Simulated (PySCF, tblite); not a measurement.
# C₆H₈+ (doublet): geometry, infrared bands and EPR parameters

What infrared bands and EPR parameters should C₆H₈+ (doublet) (`[CH2+][C](C)C#CC`) show?

Computed with tblite 0.8.0 and PySCF 2.14.0, with density-fitted response routines of our own, on a single molecule in the gas phase. Atoms count from 0, in the outputs and in this text.

## (1) The starting structure

14 atoms, charge 1, multiplicity 2; geometry from: force field or distance geometry start.

Bonds of the start (Å): C0–C1 1.42, C1–C2 1.49, C1–C3 1.42, C3–C4 1.20, C4–C5 1.46, C0–H6 1.08, C0–H7 1.09, C2–H8 1.09, C2–H9 1.10, C2–H10 1.10, C5–H11 1.10, C5–H12 1.09, C5–H13 1.10.

## (2) Optimising the geometry with GFN2-xTB

The job: settings as JSON, then the geometry in Å.

```
{"job": {"kind": "relax", "xc": "GFN2-xTB", "basis": "xTB"}, "charge": 1, "multiplicity": 2}
C     -1.689300     1.458000    -0.161300
C     -1.076900     0.172100    -0.175100
C     -1.928000    -1.053200    -0.197600
C      0.344800     0.083900    -0.145100
C      1.542300    -0.003800    -0.104800
C      2.997200    -0.096800    -0.085200
H     -1.091600     2.362600    -0.138500
H     -2.770900     1.552100    -0.177800
H     -1.334300    -1.970300    -0.200100
H     -2.562300    -1.056500    -1.098600
H     -2.598800    -1.082300     0.671700
H      3.345700    -0.457700     0.892900
H      3.454000     0.882100    -0.257200
H      3.367400    -0.790600    -0.850500
```

On the command line:

```bash
$ OMP_NUM_THREADS=1 python probes_run.py task.json out
```

The driver reads the jobs from task.json and runs them one after another.

The log of the run:

```text
step      E/eV     max force
  0    -444.87172    3.667
  1    -444.74590    6.336
  2    -444.98049    0.698
  3    -444.99553    0.361
  4    -445.01125    0.560
  5    -445.02341    0.249
  6    -445.02807    0.207
  7    -445.03410    0.217
  8    -445.03696    0.170
  9    -445.03815    0.069
 10    -445.03871    0.058
 11    -445.03922    0.073
 12    -445.03959    0.056
 13    -445.03981    0.039
 14    -445.03994    0.041
 15    -445.04010    0.047
 16    -445.04033    0.053
 17    -445.04060    0.041
 18    -445.04082    0.032
 19    -445.04097    0.032
 20    -445.04109    0.036
 21    -445.04118    0.025
 22    -445.04123    0.015
 23    -445.04125    0.011
 24    -445.04126    0.009
```

Wall time 0.11 s (1 thread of Arm Neoverse V1, shared host).

The steps of the relaxation: (the energy doesn't fall at every step)

| step | energy from step 0 (eV) | largest force (eV/Å) |
| --- | --- | --- |
| 0 | 0.0000 | 3.6669 |
| 1 | 0.1258 | 6.3359 |
| 2 | -0.1088 | 0.6980 |
| 3 | -0.1238 | 0.3611 |
| 4 | -0.1395 | 0.5597 |
| 5 | -0.1517 | 0.2493 |
| 6 | -0.1564 | 0.2069 |
| 7 | -0.1624 | 0.2169 |
| 8 | -0.1652 | 0.1697 |
| 9 | -0.1664 | 0.0689 |
| 10 | -0.1670 | 0.0577 |
| 11 | -0.1675 | 0.0730 |
| 12 | -0.1679 | 0.0557 |
| 13 | -0.1681 | 0.0393 |
| 14 | -0.1682 | 0.0409 |
| 15 | -0.1684 | 0.0472 |
| 16 | -0.1686 | 0.0534 |
| 17 | -0.1689 | 0.0414 |
| 18 | -0.1691 | 0.0317 |
| 19 | -0.1693 | 0.0321 |
| 20 | -0.1694 | 0.0363 |
| 21 | -0.1695 | 0.0251 |
| 22 | -0.1695 | 0.0154 |
| 23 | -0.1695 | 0.0112 |
| 24 | -0.1695 | 0.0093 |

Close pairs (by a distance rule), those that changed most:

| bond | before (Å) | after (Å) | change (Å) |
| --- | --- | --- | --- |
| C0–C1 | 1.424 | 1.376 | -0.048 |
| C4–C5 | 1.458 | 1.410 | -0.048 |
| C1–C3 | 1.425 | 1.391 | -0.034 |
| C3–C4 | 1.201 | 1.224 | +0.023 |
| C1–C2 | 1.492 | 1.479 | -0.013 |
| C2–H9 | 1.102 | 1.093 | -0.009 |
| C0–H7 | 1.086 | 1.079 | -0.006 |
| C2–H8 | 1.093 | 1.086 | -0.006 |

The final coordinates are the input of the step that follows.

## (3) Infrared spectrum with GFN2-xTB

The job: settings as JSON, then the geometry in Å.

```
{"job": {"kind": "ir", "xc": "GFN2-xTB", "basis": "xTB"}, "charge": 1, "multiplicity": 2}
C     -1.650817     1.429974    -0.160624
C     -1.071204     0.181538    -0.164727
C     -1.887476    -1.051525    -0.198441
C      0.316240     0.091096    -0.138696
C      1.537129     0.007195    -0.117159
C      2.944469    -0.078666    -0.093576
H     -1.055092     2.328905    -0.137812
H     -2.724275     1.541084    -0.180822
H     -1.279533    -1.951527    -0.198719
H     -2.530133    -1.046792    -1.082088
H     -2.566808    -1.072041     0.657073
H      3.266112    -0.470599     0.879035
H      3.407958     0.894817    -0.255064
H      3.292753    -0.803932    -0.835525
```

The log of the run:

```text
mode    cm-1     km/mol
  1     -31.2      4.62
  2     -14.9      8.20
  3     114.0      3.52
  4     146.1      6.36
  5     284.4      3.21
  6     333.6      0.10
  7     344.0      3.20
  8     428.7      0.15
  9     496.9      1.87
 10     504.0      4.87
 11     700.0      1.47
 12     852.0     11.82
 13     888.6     74.85
 14     924.0     23.92
 15     954.4     21.25
 16     987.5     28.39
 17    1008.8     11.70
 18    1109.5     64.06
 19    1287.9    157.72
 20    1291.5    344.92
 21    1329.1      4.15
 22    1343.5    169.92
 23    1359.4     27.30
 24    1381.1     26.79
 25    1399.0     14.65
 26    1434.8     25.38
 27    1484.0    150.94
 28    2241.2    629.59
 29    2918.6     52.54
 30    2959.4    120.99
 31    2969.3      8.94
 32    2995.3     72.76
 33    3011.6     14.65
 34    3075.1      5.01
 35    3086.5     31.03
 36    3129.3      2.47
```

It took 0.3 s on 1 thread of Arm Neoverse V1, shared host.

Which atoms move in the most intense modes:

| cm⁻¹ | km/mol | atoms |
| --- | --- | --- |
| 889 | 74.8 | H11 27 %, H13 15 %, H6 13 %, C5 12 % |
| 1288 | 157.7 | H11 36 %, H13 29 %, H12 24 % |
| 1292 | 344.9 | H12 30 %, H11 28 %, H13 23 % |
| 1344 | 169.9 | H9 38 %, H10 37 %, C2 12 % |
| 1484 | 150.9 | C1 46 %, C0 32 % |
| 2241 | 629.6 | C4 49 %, C3 48 % |
| 2959 | 121.0 | H13 82 %, H11 12 % |
| 2995 | 72.8 | H10 48 %, H9 47 % |

## (4) g tensor and hyperfine couplings: B3LYP/pcH-1

The job, as its differences from that of step 3:

```diff
@@ -1,2 +1,2 @@
-{"job": {"kind": "ir", "xc": "GFN2-xTB", "basis": "xTB"}, "charge": 1, "multiplicity": 2}
+{"job": {"kind": "epr", "basis": "pcH-1"}, "charge": 1, "multiplicity": 2}
 C     -1.650817     1.429974    -0.160624
```

Method: UKS B3LYP, pcH-1 on C H, non-relativistic, mean-field spin-orbit, GIAO.

The log of the run:

```text
UKS, coarse grid
  cycle   1  E = -233.06798180  |g| = 2.36e-01
  cycle   2  E = -233.05972009  |g| = 2.60e-01
  cycle   3  E = -233.09093061  |g| = 7.98e-02
  cycle   4  E = -233.09362602  |g| = 4.65e-02
  cycle   5  E = -233.09479556  |g| = 1.19e-02
  cycle   6  E = -233.09486662  |g| = 5.04e-03
  cycle   7  E = -233.09488949  |g| = 1.90e-03
  cycle   8  E = -233.09489425  |g| = 7.58e-04
UKS, final grid
  cycle   1  E = -233.09489203  |g| = 7.48e-04
  cycle   2  E = -233.09489188  |g| = 9.99e-04
  cycle   3  E = -233.09489240  |g| = 2.36e-04
  cycle   4  E = -233.09489243  |g| = 8.27e-05
  cycle   5  E = -233.09489244  |g| = 8.73e-05
  cycle   6  E = -233.09489244  |g| = 2.14e-05
E = -233.09489244 Eh   <S^2> = 0.7643 (exact 0.7500)
g shifts (ppm)      1          2          3
  rmc          -140       -140       -140
  gc             -1         26         33
  oz_so           4        685       3037
  total        -137        571       2930
hyperfine (MHz)  atom isotope    a_iso     a_fc   dipolar eigenvalues
    0   13C      42.04      42.04    -45.64    -45.32     90.96
    1   13C     -14.83     -14.83     -7.26     -3.31     10.57
    2   13C      -3.12      -3.12     -2.38     -0.60      2.98
    3   13C     -10.32     -10.32    -16.02     -6.46     22.48
    4   13C      16.33      16.33    -27.20    -26.42     53.63
    5   13C     -12.29     -12.29     -2.89     -1.39      4.29
    6    1H     -36.87     -36.87    -19.86     -3.34     23.20
    7    1H     -37.26     -37.26    -21.37     -2.91     24.28
    8    1H      -2.26      -2.26     -1.76     -0.45      2.21
    9    1H      26.86      26.86     -3.25     -0.63      3.88
   10    1H      26.77      26.77     -3.24     -0.63      3.88
   11    1H      84.13      84.13     -3.58     -1.63      5.21
   12    1H       3.89       3.89     -2.14     -1.45      3.58
   13    1H      51.57      51.57     -3.21     -1.55      4.77
```

It took 36 s on 1 thread of Arm Neoverse V1, shared host; peak memory 0.86 GiB.

Principal g values 2.00218, 2.00289, 2.00525; g(iso) = 2.00344, against 2.00232 for a free electron.

Mean a(iso) over the nuclei that a row names, and the largest dipolar term of the row (other rows stand at the frozen geometry):

| nuclei | isotope | a(iso) (MHz) | a(iso) (G, at g = 2.0023) | largest dipolar term (MHz) |
| --- | --- | --- | --- | --- |
| H11, H12, H13 | 1H | 46.5 | 16.6 | 5.2 |
| C0 | 13C | 42.0 | 15.0 | 91.0 |
| H6, H7 | 1H | -37.1 | -13.2 | 24.3 |
| H8, H9, H10 | 1H | 17.1 | 6.1 | 3.9 |
| C4 | 13C | 16.3 | 5.8 | 53.6 |
| C1 | 13C | -14.8 | -5.3 | 10.6 |
| C5 | 13C | -12.3 | -4.4 | 4.3 |
| C3 | 13C | -10.3 | -3.7 | 22.5 |
| C2 | 13C | -3.1 | -1.1 | 3.0 |

Mulliken spin populations:

C0 0.57; C1 0.04; C2 0.01; C3 0.07; C4 0.31; C5 -0.01; H6 -0.02; H7 -0.02; H8 0.00; H9 0.01; H10 0.01; H11 0.03; H12 0.00; H13 0.02

In first order the couplings over 0.8 MHz of 1H give 48 distinct lines over 94.6 G, if the averaged nuclei exchange fast.

Orbitals, density, ELF and potential are computed afterwards from the orbital file.

ELF in a plane through or near 10 of the atoms.

Ten even steps from ' ' (0.00) to '@' (1.00):
```
                                                        
                                                        
                                                        
                            ++@@@@**                    
                            @@@@@@@@::                  
          ::--..            %%@@@@@@++##@@@@==          
        **@@@@**    ..::..  --@@@@++##@@@@@@%%          
      --@@@@@@@@::..++****==  --++::++@@@@@@%%          
      ::%%@@@@@@==++##%%%%**++++%%%%++##%%##..          
        ::****::##%%::++++==@@::**==::                  
        ..====--**%%::++##..%%++==%%++::..              
        ::**%%##==++**%%%%**::::##--::##**::            
        ::**##**....==****--  --##--::##**::            
          ..::..      ....  ::@@@@@@**--::              
                            **@@@@@@**..                
                            ==@@@@%%--                  
                              ::==::                    
                                                        
                                                        
                                                        
```
The map spans 12.0 Å across and 9.8 Å up, centred on the molecule. Atoms in the plane (x, y in Å): C0 (1.7, 1.4), C1 (1.1, 0.2), C2 (1.9, -1.1), C3 (-0.3, 0.1), C4 (-1.5, 0.0), C5 (-2.9, 0.0), H6 (1.1, 2.3), H7 (2.7, 1.5), H8 (1.3, -2.0), H12 (-3.4, 0.9).

log10 of the density (e/Å³) in the same plane.

Ten even steps from ' ' (-4.0) to '@' (1.4):
```
                                                        
                                                        
                            ..::::::....                
                          ..--======--::::..            
            ..        ....::==++**++====--::..          
      ..::------::::::::----++######****++==--..        
    ..::--========----======++**########**++==::        
    ::--++**##**++++++++++++++**##%%######++==::        
    ::--++######******######**########**++==--::        
  ..::--++**##%%####%%%%%%@@##%%@@##**++==--::..        
    ::--++**##@@####%%%%%%%%####%%####**++==--::        
    ::--==**####****************##%%%%##**++--::..      
    ..--==++****++++++++++++++**##%%@@##**++--::        
      ..----====------------==**######**++==--..        
        ..::::::::::::::::--==++##****++==--::..        
                          ..--========--::....          
                            ::::----::::..              
                                ....                    
                                                        
                                                        
```
The map spans 12.0 Å across and 9.8 Å up, centred on the molecule. Atoms in the plane (x, y in Å): C0 (1.7, 1.4), C1 (1.1, 0.2), C2 (1.9, -1.1), C3 (-0.3, 0.1), C4 (-1.5, 0.0), C5 (-2.9, 0.0), H6 (1.1, 2.3), H7 (2.7, 1.5), H8 (1.3, -2.0), H12 (-3.4, 0.9).

On the surface of density 0.002 e/bohr³ the electrostatic potential runs, from the 1st to the 99th percentile, from 4.08 to 5.29 V.

The spin density lies nearest to C0 38 %; C4 23 %; C3 12 %; C1 8 %.

## (5) Results

```
                                 quantity                          value
strongest single infrared mode (GFN2-xTB)          2241 cm⁻¹, 630 km/mol
             zero-point energy (GFN2-xTB)                  69.7 kcal/mol
                           g(iso) (B3LYP)                        2.00344
                                     ⟨S²⟩             0.764 (exact 0.75)
       largest a(iso) (averaged by class)  1H on H11, H12, H13, 46.5 MHz
```

What this shows: Over 24 steps the energy fell by 0.170 eV; of the close pairs, C0–C1 changed most, 1.424 to 1.376 Å. The lowest mode is imaginary (31i cm⁻¹), so the xTB geometry is not a minimum. The strongest single mode, at 2241 cm⁻¹, moves mainly C4 and C3. Unscaled tight-binding wavenumbers are off by several per cent, some by more. Its intensities can rank the bands wrongly. C0 carries the largest spin population, 0.57 e. The isotropic g lies 1.1 ppt above the free-electron value.
